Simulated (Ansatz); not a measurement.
Geometry optimisation, RKS BHLYP-D4/def2-TZVP (Ansatz 0.2.0).

Input file:

```yaml
crystal:
  periodic: [false, false, false]
  atoms:
    - { symbol: B, position_ang: [0.061016, -0.304314, -0.006597] }
    - { symbol: F, position_ang: [-0.013378, -0.523332, 1.297378] }
    - { symbol: H, position_ang: [1.105258, -0.063055, -0.496919] }
    - { symbol: O, position_ang: [-1.03439, -0.408705, -0.766885] }
    - { symbol: H, position_ang: [-1.833647, -0.605799, -0.285686] }
    - { symbol: H, position_ang: [-0.318785, 1.966784, 0.661591] }
    - { symbol: H, position_ang: [-0.220774, 1.598021, 1.254818] }
basis:
  gaussian: { orbitals: def2-TZVP }
hamiltonian:
  xc: { name: BHLYP }
  dispersion: d4
relax:
  f_tol: 0.03
  max_steps: 50
```

Run as:

```bash
$ ansatz run input.yaml --threads 4 --pin off --max-ram 5120MiB --backend cpu --events-out ev --progress --plain --runs-dir out
```

Task: Where does it end, and by what steps?

Result: It converged. After 10 steps the energy has fallen by 0.161 eV; H7 moved furthest, 0.56 Å.

```tsv
step	energy less start (eV)	largest force component (eV/Å)	accepted
0	0.0000	1.129	yes
1	-0.1233	0.160	yes
2	-0.0428	1.569	no
3	-0.1447	0.114	yes
4	-0.1540	0.136	yes
5	-0.1499	0.839	no
6	-0.1577	0.068	yes
7	-0.1599	0.089	yes
8	-0.1609	0.055	yes
9	-0.1610	0.049	yes
10	-0.1611	0.009	yes
```

```xyz
7
Properties=species:S:1:pos:R:3
B 0.086 -0.539 -0.083
F 0.023 -0.842 1.205
H 1.131 -0.297 -0.575
O -1.030 -0.513 -0.819
H -1.827 -0.720 -0.338
H -0.410 2.449 0.815
H -0.227 2.121 1.452
```

Whether the end is a true minimum wasn't checked by a vibrational analysis.

Run time: 7.4 s on 4 threads of Arm Neoverse V2, on a shared host, peak memory 0.18 GiB.
